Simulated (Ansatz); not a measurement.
One geometry of PS₂, several levels of theory.

```yaml
crystal:
  periodic: [false, false, false]
  atoms:
    - {symbol: P, position_ang: [0.977583, 0.703023, -0.018954]}
    - {symbol: S, position_ang: [-0.260429, -0.695525, -0.973388]}
    - {symbol: S, position_ang: [-0.717154, -0.007488, 0.992342]}
basis:
  gaussian: {orbitals: def2-TZVP, initial_orbitals: start.molden}
magnetization: {spin_polarized: true, initial_magnetization: 1}
hamiltonian: {xc: pbe, dispersion: d4}
scf: {omitted_lower_state_checks: [starts]}
output: {forces: true, orbitals: {seedname: orbitals}}
```

The file start.molden holds the orbitals of an earlier run on this structure, at another level or in another basis.

```sh
$ ansatz run in.yaml --threads 2 --pin off --events-out ev --progress --plain --max-ram 4352MiB
```

Shortened log:

```
Functional definition: PBE
792 factors; their error is unknown
mean field evaluation 1: about -30946.8265 eV, gradient 8.6e0 eV
mean field evaluation 2: about -30946.9080 eV, gradient 1.3e-1 eV
mean field evaluation 4: about -30946.9023 eV, gradient 7.7e-4 eV
mean field evaluation 8: about -30946.9023 eV, gradient 1.1e-5 eV
mean field -30946.90231484 eV, -1137.2776835066 hartree, gradient 1.1e-5 eV, S^2 0.754102; 0 other end points of the search recorded, 0 dependent functions left out
reference -30946.90234316 eV, -1137.2776845471 hartree; 24, 23 occupied and 87, 88 virtual orbitals, 792 factors
Total energy: -30947.02350255 eV, -1137.2821370727 hartree
Atom 0 at     0.977583     0.703023    -0.018954 Å, force     0.003594     0.002674     0.000103 eV/Å
Atom 1 at    -0.260429    -0.695525    -0.973388 Å, force    -0.000824    -0.003092    -0.004796 eV/Å
Atom 2 at    -0.717154    -0.007488     0.992342 Å, force    -0.002770     0.000417     0.004692 eV/Å
Dipole moment:     0.101724     0.073148    -0.001983 e Å
Checks for a lower state left out: starts
```

Run time 2 s (2 threads of Arm Neoverse V1 on a shared host).

The first input with `hamiltonian: {xc: {name: LC-wPBE}}`, `output: {orbitals: {seedname: orbitals}}` (abridged; 2.6 s):

```
Functional definition: LC-wPBE
mean field -30950.60075579 eV, -1137.4135987047 hartree, gradient 2.1e-5 eV, S^2 0.759356
Total energy: -30950.60075580 eV, -1137.4135987049 hartree
Checks for a lower state left out: starts
```

As the first input, with `hamiltonian: {xc: r2scan, dispersion: d4}`, `output: {orbitals: {seedname: orbitals}}` (abridged; 5.5 s):

```
Functional definition: r2SCAN
mean field -30958.02579933 eV, -1137.6864640219 hartree, gradient 2.1e-5 eV, S^2 0.758306
Total energy: -30958.04896412 eV, -1137.6873153123 hartree
Checks for a lower state left out: starts
```

As the first input, with `gaussian: {orbitals: def2-TZVPP, initial_orbitals: start.molden}`, `correlation: {method: ccsd_t}`, `scf: {omitted_lower_state_checks: [starts, cluster_reference]}`, `output: {orbitals: {seedname: orbitals}}` and without the key `hamiltonian` (abridged; 11 s):

```
Functional definition: HF
mean field -30907.44748015 eV, -1135.8277450751 hartree, gradient 2.3e-6 eV, S^2 0.773199
15 core orbitals not correlated: weight in the atoms' cores, before any rotation towards them, 1.000 or more for the frozen orbitals, at most 0.000 for the correlated occupied ones
second order -12.57583494 eV of doubles, -0.00000000 eV of singles
cycle   1  -12.95764772 eV  change   -3.8e-1 eV  update   1.1e-1
cycle   2  -13.38978349 eV  change   -4.3e-1 eV  update   3.4e-2
cycle   3  -13.49725686 eV  change   -1.1e-1 eV  update   2.0e-2
cycle   4  -13.49237366 eV  change    4.9e-3 eV  update   7.0e-3
cycle   5  -13.49310079 eV  change   -7.3e-4 eV  update   3.5e-3
cycle   6  -13.49300476 eV  change    9.6e-5 eV  update   1.3e-3
cycle   7  -13.49304016 eV  change   -3.5e-5 eV  update   4.4e-4
cycle   8  -13.49322403 eV  change   -1.8e-4 eV  update   1.7e-4
cycle   9  -13.49320027 eV  change    2.4e-5 eV  update   5.8e-5
cycle  10  -13.49317185 eV  change    2.8e-5 eV  update   2.3e-5
cycle  11  -13.49318740 eV  change   -1.6e-5 eV  update   7.4e-6
perturbative correction -0.83198333 eV, -0.0305748234 hartree
Total energy: -30921.77265088 eV, -1136.3541853894 hartree
Checks for a lower state left out: starts, cluster_reference
```

As the first input, with `hamiltonian: {xc: hse06, dispersion: d4}`, `output: {orbitals: {seedname: orbitals}}` (abridged; 2.7 s):

```
Functional definition: HSE06
mean field -30948.59475921 eV, -1137.3398796899 hartree, gradient 8.4e-5 eV, S^2 0.756625
Total energy: -30948.68997096 eV, -1137.3433786572 hartree
Checks for a lower state left out: starts
```

As the first input, with `hamiltonian: {xc: pbe0, dispersion: d4}`, `output: {orbitals: {seedname: orbitals}}` (abridged; 2.4 s):

```
Functional definition: PBE0
mean field -30949.16323342 eV, -1137.3607707318 hartree, gradient 1.4e-5 eV, S^2 0.756688
Total energy: -30949.26381894 eV, -1137.3644671814 hartree
Checks for a lower state left out: starts
```

Geometry: PBE-D4/def2-TZVP.

LC-ωPBE has ω = 0.4 bohr⁻¹. HSE06 is defined as in plane-wave codes, on full-range PBE exchange. Correlated methods freeze 15 core orbitals. Another isomer (doublet) lies 0.31 eV lower at PBE0-D4/def2-TZVP; other spin states weren't run for this one.
